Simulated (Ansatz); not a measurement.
Cost and result for the atomization energy of `C=C1C=NC1C` (13 atoms, 13 bonds).

Cartesian coordinates in Å:
```
C 0.966 -1.494 0.843
C 0.743 -0.270 0.393
C 1.494 0.829 -0.204
N 0.514 1.644 -0.390
C -0.452 0.661 0.206
C -1.555 0.232 -0.725
H 0.160 -2.105 1.233
H 1.961 -1.925 0.835
H 2.539 1.003 -0.452
H -0.855 1.051 1.146
H -2.200 1.081 -0.963
H -1.143 -0.160 -1.658
H -2.169 -0.546 -0.265
```

The species carries charge 0 and has multiplicity 1. The geometry is a stationary point of PBE0-D4/def2-TZVP. Program: Ansatz. All runs use 4 threads of an Arm Neoverse V1 on a shared host. Times are those of one run each, without the atoms' runs, and a repeat can differ threefold. Electronic energies, without spin–orbit coupling; frozen cores. CCSD(T)/CBS adds CCSD(T) − MP2 in def2-TZVPP to the MP2 limit, and its time is that of the two runs behind it. T1 = 0.012; the RHF reference is unstable towards UHF. B3LYP takes the VWN-RPA correlation (the form of Gaussian; ORCA's B3LYP/G).

CCSD(T)/CBS is a level of theory with its own doubt, some kJ/mol a heavy atom from the limit and from the frozen cores, so smaller differences don't rank the functionals.

| level | functions | wall time |
| --- | --- | --- |
| BHLYP-D4/def2-TZVPP | 284 | 4.7 s |
| CAM-B3LYP-D4/def2-TZVPP | 284 | 6 s |
| r2SCAN-D4/def2-TZVPP (with forces) | 284 | 7 s |
| B3LYP-D4/def2-TZVPP (with forces) | 284 | 7.5 s |
| r2SCANh-D4/def2-TZVPP | 284 | 7.5 s |
| ωB97X-V/def2-TZVPP | 284 | 11 s |
| PBE-QIDH/def2-TZVPP | 284 | 12 s |
| B97M-V/def2-TZVPP | 284 | 13 s |
| CCSD(T)/def2-SVP | 119 | 14 s |
| ωB97M-V/def2-TZVPP (with forces) | 284 | 16 s |
| MP2/def2-QZVPP | 552 | 57 s |
| CCSD(T)/def2-TZVPP | 284 | 5.8 min |
| CCSD(T)/CBS(def2) | – | 6.7 min |

Problem. What atomization energy does each give, and how far from CCSD(T)/CBS? (Best estimate.)

Solution. The calculation gave: 
| level | atomization (kJ/mol) | difference from CCSD(T)/CBS | per bond |
| --- | --- | --- | --- |
| BHLYP-D4/def2-TZVPP | 5366.7 | -164.9 | -12.7 |
| CAM-B3LYP-D4/def2-TZVPP | 5570.4 | 38.8 | 3.0 |
| r2SCAN-D4/def2-TZVPP (with forces) | 5558.9 | 27.3 | 2.1 |
| B3LYP-D4/def2-TZVPP (with forces) | 5558.7 | 27.1 | 2.1 |
| r2SCANh-D4/def2-TZVPP | 5521.4 | -10.2 | -0.8 |
| ωB97X-V/def2-TZVPP | 5553.9 | 22.3 | 1.7 |
| PBE-QIDH/def2-TZVPP | 5542.6 | 11.0 | 0.8 |
| B97M-V/def2-TZVPP | 5559.3 | 27.7 | 2.1 |
| CCSD(T)/def2-SVP | 5310.0 | -221.6 | -17.0 |
| ωB97M-V/def2-TZVPP (with forces) | 5563.5 | 31.9 | 2.5 |
| MP2/def2-QZVPP | 5586.7 | 55.1 | 4.2 |
| CCSD(T)/def2-TZVPP | 5394.7 | -136.9 | -10.5 |
| CCSD(T)/CBS(def2) | 5531.6 | 0.0 | 0.0 |

At CCSD(T), def2-SVP lies −221.6 kJ/mol from the extrapolated value and def2-TZVPP −136.9 kJ/mol: correlation converges slowly with the basis, and small sets miss more of it in the bonded molecule than in its fragments. From BLYP to BHLYP (50 % exact exchange), in def2-TZVPP and without D4, the atomization energy moves by −174.4 kJ/mol: exact exchange takes away binding that semilocal exchange gives to molecules. In def2-TZVPP, CCSD(T) changes the Hartree–Fock value by +1418.8 kJ/mol (the triples alone add +101.3 kJ/mol) and MP2 by +1530.1 kJ/mol; breaking electron pairs costs correlation energy, which Hartree–Fock lacks.
